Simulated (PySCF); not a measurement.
# Nonlinear optical response: `C#C[N+](C)(C)C`, [C5H10N]+, charge +1

Geometry (Å), atoms numbered from 1 in this order:
```xyz
16

C     1.674    1.723    0.814
C     0.886    0.913    0.431
N    -0.036   -0.036   -0.018
C     0.166   -1.290    0.740
C     0.187   -0.270   -1.461
C    -1.402    0.484    0.210
H     2.368    2.437    1.152
H     0.020   -1.112    1.805
H    -0.545   -2.044    0.403
H     1.179   -1.661    0.587
H    -0.523   -1.009   -1.831
H     0.058    0.659   -2.016
H     1.200   -0.634   -1.629
H    -1.558    0.675    1.271
H    -1.543    1.418   -0.334
H    -2.137   -0.243   -0.134
```

Total charge +1.

Theory: quadratic response PBE0/aug-cc-pVDZ first hyperpolarisability, Taylor convention, gas phase (PySCF 2.14.0). Geometry: GFN2-xTB.

Question: What is the first hyperpolarisability, and how does it disperse?

Answer: In au, Taylor convention; the vector part is βᵢ = ⅓ Σⱼ (βᵢⱼⱼ + βⱼᵢⱼ + βⱼⱼᵢ):
```
                   process  λ (nm)  β vector norm  β HRS  depolarisation ratio
           static β(0;0,0)       ∞            3.3   11.4                  1.52
second harmonic β(−2ω;ω,ω)    1064            3.4   12.3                  1.52
         Pockels β(−ω;ω,0)    1064            3.4      –                     –
```

Question: Which lowest excitations and polarisabilities go with it?

Answer: S1 7.00 eV (f = 0.000); S2 7.29 eV (f = 0.002); S3 7.29 eV (f = 0.001); isotropic α 60.6 au static, 61.0 au at 1064 nm, 62.2 au at 532 nm.
